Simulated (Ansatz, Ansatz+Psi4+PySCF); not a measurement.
```yaml
atoms:
  - { symbol: N, position_ang: [0.0009, -0.0002, -0.6088] }
  - { symbol: O, position_ang: [0.0005, -0.0006, 0.5325] }
```

Basis set: cc-pVTZ (spherical functions). Correlated methods keep 2 orbitals frozen. Charge 0, multiplicity 2.

Computed with Ansatz (development build ahead of 0.2.0); free ground-state atoms in the same class of orbitals, no zero-point energy, no relativity.

The atomization energy of doublet NO from measured heats of formation, zero-point and thermal terms removed is 6.622 eV (G2/97 set, Curtiss et al., J. Chem. Phys. 106, 1063 (1997), as shipped with ASE); it holds spin-orbit and other relativistic effects.

(1) How far do UHF-MP2, UHF miss it in this basis?

Answers

(1)

```csv
method,atomization energy (eV),computed − measured (eV)
UHF-MP2,6.584,-0.038
UHF,2.324,-4.298
```
